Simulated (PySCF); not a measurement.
Consider N,N-dimethylformamide, `CN(C)C=O` (C3H7NO). Coordinates in Å; atoms count from 1 in this order:
```
C     1.3434    0.1281    0.1926
N    -0.0703    0.1272   -0.0561
C    -0.8098   -1.0784    0.2107
C    -0.7147    1.2240   -0.5393
O    -1.8981    1.2988   -0.7767
H     1.7626    1.1135   -0.0575
H     1.5670   -0.0815    1.2535
H     1.8621   -0.6316   -0.4185
H    -1.8618   -0.8916   -0.0404
H    -0.4335   -1.9179   -0.3989
H    -0.7342   -1.3634    1.2741
H    -0.0106    2.0772   -0.6985
```

Energies: ωB97X-D3(BJ)/def2-TZVP (PySCF, density fitting, integration grid level 2) on PBE0-D3(BJ)/def2-SVP structures. Thermal corrections: PBE0-D3(BJ)/def2-SVP frequencies, unscaled, ideal gas at 298.15 K and 1 bar, quasi-RRHO entropy.

**Question.** Rank these of its sites by proton affinity, highest first.
A. O5 (amide oxygen)
B. N2 (amide nitrogen)

**Answer.** A (891 kJ/mol), B (823 kJ/mol).

**Question.** For O5 (amide oxygen), what are ΔE (electronic) and ΔG(298 K) of removing the proton again?

**Answer.** ΔE = 922 and ΔG = 860 kJ/mol, beside ΔH = 891 kJ/mol. The protonated species is `CN(C)C=[OH+]`.

**Question.** Of those listed, which site of protonation is favoured in DMSO (IEF-PCM), and by how much?

**Answer.** O5 (amide oxygen), by 42 kJ/mol over N2 (amide nitrogen); the gas phase favours the same one.
